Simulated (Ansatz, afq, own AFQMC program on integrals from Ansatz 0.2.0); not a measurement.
# AlNH₃, doublet → AlNH₃⁺, singlet

```yaml
atoms:
  - { symbol: Al, position_ang: [0.0000, -0.1040, 0.6488] }
  - { symbol: N, position_ang: [0.0000, 0.0875, -1.1147] }
  - { symbol: H, position_ang: [0.0000, 1.2565, 1.4988] }
  - { symbol: H, position_ang: [0.0000, 0.9771, -1.5913] }
  - { symbol: H, position_ang: [0.0000, -0.6657, -1.7833] }
```

Connectivity, by distances: AlH–NH2.

E(singlet, charge +1) − E(doublet, charge +0) at this geometry, on UHF and RHF determinants.

Basis cc-pVDZ. Noble-gas cores (and the filled d shells of Ga–Kr and In–Xe) are frozen. AFQMC by an in-house program on the Cholesky factors that Ansatz 0.2.0 writes for its CCSD(T) run. ph-AFQMC/CISD is guided by a CISD state made of CCSD amplitudes; releasing the constraint for a short imaginary time cuts its bias at the price of noise, slowly where states lie close. Free projection: walkers drawn from exp(T), propagated without any constraint. Its projection time is finite, and what remains of the start isn't in its error. Uncertainties: one standard error, sampling alone. The errors of all members are added in quadrature.

No full CI on the walks' own integrals is used here; CCSDT(Q) serves as the reference and is uncertain by about the last step of the cluster series. Each member takes its own surest rung, up to full CI.

The best estimate is CCSD(T) at the basis-set limit (CBS: def2-TZVPP and def2-QZVPP, with their diffuse functions for anions and beside diffuse sets, CCSD(T) itself extrapolated) plus the step from CCSD(T) to CCSDT(Q) in cc-pVDZ. Rows without CBS are in cc-pVDZ, the functionals in def2-TZVP; B2PLYP and the wave-function rows carry a basis error of their own. Core correlation and relativity beyond core potentials are missing, and ± holds the sampling alone.

Cautions: AlNH₃ (doublet): the released energies move by 1.5 errors or more from one time to the next, so no released level is given (meV from the phaseless value at times in 1/Eh: 1 ± 4 at 0.24, -7 ± 4 at 0.51, -6.7 ± 2.1 at 0.99, 3 ± 3 at 1.62, -4 ± 4 at 2.40), though the last usable value meets CCSDT(Q) within the noise; AlNH₃⁺ (singlet): raised T1 diagnostic (T1 0.021, weight of the determinant 0.89, largest double 0.07), the released energies are still falling, so no released level is given (meV from the phaseless value at times in 1/Eh: -6 ± 4 at 0.24, -4 ± 4 at 0.51, -10 ± 5 at 0.99, -10 ± 4 at 1.62, -16 ± 6 at 2.40).

Best estimate: 178.6 kcal/mol.

| level | vertical ionization energy (kcal/mol) | error against the best estimate (kcal/mol) |
| --- | --- | --- |
| HF | 174.2 | -4.4 |
| MP2 | 174.0 | -4.5 |
| CCSD | 174.7 | -3.9 |
| CCSD(T) | 174.5 | -4.1 |
| CCSDT | 174.5 | -4.1 |
| CCSDT(Q) | 174.4 | -4.1 |
| ph-AFQMC/CISD | 174.5 ± 0.2 | -4.1 ± 0.2 |
| free AFQMC | 174.4 ± 0.1 | -4.2 ± 0.1 |
| HF/CBS | 175.1 | -3.5 |
| MP2/CBS | 177.8 | -0.8 |
| CCSD(T)/CBS | 178.6 | 0.0 |
| PBE | 178.1 | -0.5 |
| r2SCAN | 181.4 | 2.8 |
| PBE0 | 180.4 | 1.8 |
| B3LYP | 180.4 | 1.8 |
| wB97M-V | 174.8 | -3.7 |
| B2PLYP | 177.6 | -1.0 |

Correlation beyond CCSD(T) changes it by less than 2 meV. Going to the basis-set limit adds 4.1 kcal/mol at CCSD(T). The perturbative (T) step is worth −0.2 kcal/mol. The functionals spread over 6.6 kcal/mol; PBE and B2PLYP come nearest and wB97M-V is 3.7 kcal/mol too low.

Best estimates are given only where the step beyond CCSD(T) is under 0.3 eV and no member's determinant is very poor (T1 over 0.05, or 0.07 for open shells, ⟨S²⟩ too high by 0.3, two states mixed), so the hardest cases are missing from such tables.

The functionals ran in a triple-zeta set and keep a basis error of their own, a few kJ/mol for each bond in atomization energies and more for double hybrids, so close places among them and the extrapolated levels can swap.

CCSDT and higher add their correlation energy to the determinant of the CCSD(T) run, since their own runs factorise the integrals more tightly (a shift of under 2 meV). Free projections are given only where their last times agree within the noise and don't stop above the reference; a slow remainder of the start can still hide under it. Each member of a difference takes its own highest rung, so a best estimate needn't equal the limit plus the step of one row. A walk keeps the symmetry of its determinant, which the program's search chose and which needn't be the lowest solution, so a lower state of the same spin and another symmetry isn't excluded.
